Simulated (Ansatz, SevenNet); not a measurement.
**How well does each level of theory give the Voigt–Reuss–Hill shear modulus of zinc-blende BP?**

Reference value: 166 GPa (measured, temperature not stated, no zero-point or thermal correction, Hill average of measured single-crystal constants; as tabulated in Mahat et al. (2021), doi:10.1103/physrevmaterials.5.033606).

### Question
What do SevenNet-0, PBE, PBE-D3(BJ), r²SCAN+rVV10, B3LYP (VWN-RPA form) give, and how far is each from the reference?

### Answer

```
level (code)                   value (GPa)  cell (Å³/atom)  difference (%)
-----------------------------  -----------  --------------  --------------
SevenNet-0                            68.9           11.64             -58
PBE (Ansatz)                           162           11.76            -2.4
PBE-D3(BJ) (Ansatz)                    169           11.45            +1.8
r²SCAN+rVV10 (Ansatz)                  174           11.63            +4.8
B3LYP (VWN-RPA form) (Ansatz)          173           11.86            +4.2
```

The reference's temperature isn't stated, so close values are not ranked against it. Off by more than 25 %, or 35 % on the side where a correction would as a rule narrow the miss (bounds picked here): SevenNet-0 (-58 %).

The reference isn't brought to a static lattice, while the calculations are for one, so the differences are not the levels' errors alone. A static lattice is as a rule stiffer than a warm one, by over a tenth in soft solids.  PBE-D3(BJ): the dispersion coefficients are held fixed in the derivatives. Each level is taken at its own relaxed cell. Cutoffs and k meshes differ between the levels. Ansatz's density-functional and Hartree–Fock values are scalar-relativistic unless marked +SOC, with PAW data made under PBE.

Machine-learned potentials (SevenNet-0) are trained on DFT data: a solid inside that data is no test of them.

Differences are worked out from the printed values.

Ansatz is a first-principles code.
